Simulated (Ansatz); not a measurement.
System: α-phase S. Method: LDA (PAW; Ansatz, a quantum-chemistry and plane-wave program).

Run with plane-wave cutoff 520 eV, 6×6×6 k mesh, Fermi–Dirac smearing 0.01 eV, scalar-relativistic PAW data made under PBE.

Computed at the level's own relaxed cell.

Q: Give the computed band gap.

A: 
* **band gap**: 1.61 eV (on the SCF k mesh)

Note: the relaxation could not lower the start's symmetry, so the cell can be a saddle point above a distorted one; the volume lies 13 % below that of the published cell.

The computed numbers hold no vibrational or temperature effects.
